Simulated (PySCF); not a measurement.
Species: C4H4FP.
Z-matrix (Å and degrees, GFN2-xTB geometry), rows numbered from 1:
```
F 
C   1  1.3422
C   2  1.4383  1  120.02
C   3  1.3449  2  112.38  1   178.91
P   4  1.8072  3  111.49  2     5.91
C   2  1.3457  1  123.83  3   178.31
H   3  1.0773  2  121.51  1     0.22
H   4  1.0760  3  125.18  2   179.69
H   5  1.3963  4   96.20  3  -105.24
H   6  1.0748  2  125.21  1     2.65
```

Method used: TDDFT CAM-B3LYP/def2-SVPD, vertical, gas phase, core orbitals frozen in the response in PySCF.

Orbital energies (eV): HOMO-3 -11.55, HOMO-2 -10.92, HOMO-1 -8.87, HOMO -8.28, LUMO -0.28, LUMO+1 1.36, LUMO+2 1.49.

Lowest singlets, with some entries withheld (?).

| state | E (eV) | f | main configurations (H = HOMO, L = LUMO) |
| --- | --- | --- | --- |
| S1 | 4.90 | ? | H→L (96%) |
| S2 | 5.41 | ? | H-1→L (93%) |
| S3 | 6.35 | ? | H→L+1 (91%) |
| S4 | 6.59 | ? | H→L+2 (86%) |
| S5 | 6.93 | ? | H-1→L+1 (71%) |
| S6 | 7.00 | ? | H-2→L (48%), H→L+5 (17%), H-1→L+2 (16%) |
| S7 | 7.19 | ? | H-3→L (55%), H-1→L+2 (26%), H-1→L+1 (9%) |
| S8 | 7.29 | ? | H-1→L+2 (42%), H-3→L (25%), H-2→L (14%) |

Task: What stands in place of each question mark?

Result: 
- S1: f = 0.048
- S2: f = 0.107
- S3: f = 0.010
- S4: f = 0.0073
- S5: f = 0.040
- S6: f = 0.022
- S7: f = 0.0097
- S8: f = 0.018

Task: Which level carries the most intensity, and what share of the listed sum of f?

Result: S2, with f = 0.107 of 0.263, 41%.

Task: How far apart are S1 and S8, in eV and cm⁻¹?

Result: 7.290 − 4.898 = 2.392 eV, or about 19290 cm⁻¹.

Task: What is the mean static polarisability from the same response equations?

Result: 67.5 au (10.01 Å³), with principal values 47.9, 70.5 and 84.2 au.

The run took 19 s of wall time on Intel Xeon Platinum 8488C, one thread, shared host with 192 logical CPUs at a one-minute load of 78, and the process peaked at 0.71 GiB of memory.
